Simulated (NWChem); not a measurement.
System: disulfur (S$_{2}$, triplet); SMILES S=S

All runs: NWChem. Spin-unrestricted. Geometry: optimised at PBE0/def2-SVP, spin-unrestricted. No stability test was run on the SCF state. Level BLYP/def2-TZVP: energy and gradient; each run changes one setting, and changes count from the defaults (medium grid, exact Coulomb integrals, symmetry on).

Problem. Which setting moves the energy most, and by about how much (Becke weights; defaults; Coulomb fitting, Ahlrichs set; coarse grid)?

Solution. Coulomb fitting, Ahlrichs set, by about 500 μHa.
| setting | size of the energy change (μHa) | largest change of a gradient component (μHa/bohr) |
|---|---|---|
| defaults | < 10 | < 30 |
| coarse grid | < 10 | < 30 |
| Becke weights | < 10 | < 30 |
| Coulomb fitting, Ahlrichs set | 500 | 200 |
